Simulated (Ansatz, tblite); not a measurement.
**The cluster Mg₃H₆: one state, many levels**

One table from this session's results is given with a row withheld; the runs are named, their logs left out.

Method: as each input shows; program: Ansatz 0.2.0, Gaussian basis.

The runs, in order: GFN1-xTB, GFN2-xTB, PBE-D4/def2-TZVP, r2SCAN-D4/def2-TZVP, LC-ωPBE/def2-TZVP, ωB97X-V/def2-TZVP, BHLYP-D4/def2-TZVP, HF/def2-TZVP, r2SCANh-D4/def2-TZVP, r2SCAN0-D4/def2-TZVP, BLYP-D4/def2-TZVP, PBE-D4/def2-SVP, PBE0-D4/def2-SVP, HF/STO-3G, PBE0-D4/def2-TZVPD, PBE-D4/def2-TZVPD, r2SCAN-D4/def2-TZVPD, CCSD(T)/def2-TZVPP, MP2/def2-TZVP, RPA/def2-TZVP.

2 further runs of the same task are left out: 2 set aside as unsound or not needed. Runs told in other sessions of the task aren't counted.

## The relaxed structure

The singlet was relaxed beforehand with r2SCAN-D4/def2-TZVP. At that level it is the lowest of the isomers that a small search found.

9 atoms, charge 0, spin multiplicity 1.

Bond lengths: Mg1–Mg2 2.618 Å, Mg1–Mg3 2.618 Å, Mg1–H4 1.769 Å, Mg1–H6 1.769 Å, Mg1–H8 2.012 Å, Mg1–H9 2.013 Å, Mg2–Mg3 3.152 Å, Mg2–H5 1.702 Å, Mg2–H6 1.991 Å, Mg2–H8 2.004 Å, Mg2–H9 2.004 Å, Mg3–H4 1.991 Å, Mg3–H7 1.702 Å, Mg3–H8 2.005 Å, Mg3–H9 2.004 Å. Angles: Mg2–Mg1–Mg3 74.0°, Mg2–Mg1–H4 123.5°, Mg2–Mg1–H6 49.5°, Mg2–Mg1–H8 49.2°, Mg2–Mg1–H9 49.2°, Mg3–Mg1–H4 49.5°, Mg3–Mg1–H6 123.5°, Mg3–Mg1–H8 49.2°, Mg3–Mg1–H9 49.2°, H4–Mg1–H6 173.0°, H4–Mg1–H8 87.1°, H4–Mg1–H9 87.1°, H6–Mg1–H8 87.1°, H6–Mg1–H9 87.1°, H8–Mg1–H9 70.1°, Mg1–Mg2–Mg3 53.0°, Mg1–Mg2–H5 174.7°, Mg1–Mg2–H6 42.5° and more.

PBE0-D4/def2-TZVP was run before; its log isn't repeated, and its numbers join the tables.

The first run:

Tight binding, by tblite at 300 K electronic temperature and without a spin-polarisation term:

```python
tblite.interface.Calculator('GFN1-xTB', numbers, positions, charge=0, uhf=0).singlepoint()
```

Tight binding, by tblite at 300 K electronic temperature and without a spin-polarisation term:

```python
tblite.interface.Calculator('GFN2-xTB', numbers, positions, charge=0, uhf=0).singlepoint()
```

start.molden holds the orbitals of an earlier run on this state, given as this run's starting guess.

in.yaml

```yaml
crystal:
  periodic: [false, false, false]
  atoms:
    - {symbol: Mg, position_ang: [-0.699176, -0.400220, 1.380862]}
    - {symbol: Mg, position_ang: [1.293684, -1.004731, -0.205079]}
    - {symbol: Mg, position_ang: [-0.863813, 1.250779, -0.643775]}
    - {symbol: H, position_ang: [-1.859805, 0.890824, 1.041779]}
    - {symbol: H, position_ang: [2.627682, -1.509867, -1.132689]}
    - {symbol: H, position_ang: [0.557081, -1.636143, 1.533253]}
    - {symbol: H, position_ang: [-1.098092, 2.385232, -1.890122]}
    - {symbol: H, position_ang: [-0.653500, -0.742241, -0.601791]}
    - {symbol: H, position_ang: [0.695938, 0.766355, 0.517562]}
basis:
  gaussian: {orbitals: def2-TZVP, initial_orbitals: start.molden}
hamiltonian: {xc: pbe, dispersion: d4}
scf: {omitted_lower_state_checks: [starts]}
output: {forces: true, orbitals: {seedname: orbitals}}
```

Started as:

```sh
$ ansatz run in.yaml --threads 4 --pin off --events-out ev --progress --plain --max-ram 3916MiB
```

Among the steps run: PBE-D4/def2-TZVP; r2SCAN-D4/def2-TZVP; LC-ωPBE/def2-TZVP; ωB97X-V/def2-TZVP; BHLYP-D4/def2-TZVP; HF/def2-TZVP; r2SCANh-D4/def2-TZVP; r2SCAN0-D4/def2-TZVP; BLYP-D4/def2-TZVP; PBE-D4/def2-SVP; PBE0-D4/def2-SVP; HF/STO-3G; PBE0-D4/def2-TZVPD; PBE-D4/def2-TZVPD; r2SCAN-D4/def2-TZVPD; CCSD(T)/def2-TZVPP; MP2/def2-TZVP; RPA/def2-TZVP.

One table of the session follows, with a row left open; its other results are not shown here.

It belongs to the step «Levels side by side». 

```
               level  HOMO (eV)  LUMO (eV)  gap (eV)
           HF/STO-3G      -6.82       8.42     15.23
        HF/def2-TZVP     -10.19       0.27     10.45
     PBE-D4/def2-SVP      -6.18      -2.49      3.68
    PBE-D4/def2-TZVP      -6.17      -2.50      3.68
   PBE-D4/def2-TZVPD      -6.17      -2.50      3.66
   BLYP-D4/def2-TZVP          ?          ?         ?
 r2SCAN-D4/def2-TZVP      -6.38      -2.04      4.35
r2SCAN-D4/def2-TZVPD      -6.37      -2.05      4.32
r2SCANh-D4/def2-TZVP      -6.81      -1.83      4.98
    PBE0-D4/def2-SVP      -7.33      -1.83      5.50
   PBE0-D4/def2-TZVP      -7.32      -1.83      5.49
  PBE0-D4/def2-TZVPD      -7.31      -1.84      5.47
r2SCAN0-D4/def2-TZVP      -7.46      -1.55      5.92
  BHLYP-D4/def2-TZVP      -8.44      -1.27      7.17
   LC-ωPBE/def2-TZVP     -10.09      -0.08     10.01
   ωB97X-V/def2-TZVP      -9.74      -0.18      9.56
```

Q: Estimate the row for BLYP-D4/def2-TZVP from the others.

**Answer.** HOMO (eV): -6.09; LUMO (eV): -2.47; gap (eV): 3.62. In the column «HOMO (eV)» it is the highest.
